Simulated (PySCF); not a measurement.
Simulated 1H ENDOR lines of a doublet radical (isotropic, first order, 1211.4 mT).

Class means under 0.5 MHz are left out. Line positions in MHz: 26.27, 43.31, 45.31, 57.85, 59.84, 76.89.

Q: What is the proton Larmor frequency at this field?

A: νH = 5.58569 × 7.62259 MHz/T × 1.2114 T = 51.58 MHz.

Q: Which couplings do the lines give?

A: ν± = |νn ± a/2|, one line for each electron-spin manifold; νn = |g_N| × 7.62259 MHz/T × B. A pair with |a| < 2νn is centred on νn and split by |a|; one with |a| > 2νn is centred on |a|/2 and split by 2νn.

```csv
lower line,upper line,centred on,|a| (MHz)
26.27,76.89,νn,50.62
43.31,59.84,νn,16.53
45.31,57.85,νn,12.53
```

Species: C5H6F (doublet state).
Structure used (GFN2-xTB), in Å, numbered top down from 1:
```xyz
12
C5H6F angstrom
C      1.788    0.022   -0.467
C      0.352   -0.018   -0.094
C     -0.615    0.952    0.127
F     -0.644    2.287    0.092
C     -1.687   -0.062    0.438
C     -0.554   -1.042    0.175
H      1.916    0.523   -1.426
H      2.358    0.578    0.277
H      2.186   -0.987   -0.539
H     -2.520   -0.100   -0.263
H     -2.072   -0.045    1.458
H     -0.506   -2.109    0.195
```

The species is `C1C(F)=C([CH]1)C` [radical].

Q: This is the radical. Which protons give which coupling, and how does each split the EPR lines?

A: 50.6 MHz (computed sign −): H12, 1 bond from C6, a 1:1 doublet of 1.805 mT; 16.5 MHz (computed sign +): H10/H11, 2 bonds from C3, a 1:2:1 triplet of 0.590 mT; 12.5 MHz (computed sign −): H7/H8/H9, 3 bonds from C3, a 1:3:3:1 quartet of 0.447 mT. To first order the positions of ENDOR lines don't depend on how many nuclei share a coupling. Main spin sites, with 60 % or more of the largest population: C3, C6; positions count bonds from the nearest.

Level of theory: UKS B3LYP, pcH-1 on C F H, non-relativistic, mean-field spin-orbit, GIAO (PySCF 2.14.0). Isolated species at its GFN2-xTB geometry, gas phase. Couplings are sensitive to structure, and on GFN2-xTB geometries they can be far from those on DFT ones. Stability of the SCF solution: not tested. ⟨S²⟩ is 0.776 where a pure state has 0.75.

Nuclei that the bonding pattern makes equivalent are averaged, as if the motion that swaps them (rotation, inversion, ring flip) were fast. The three 1H nuclei of mean -12.5 MHz run from -17.4 to -2.9 MHz in the frozen geometry.
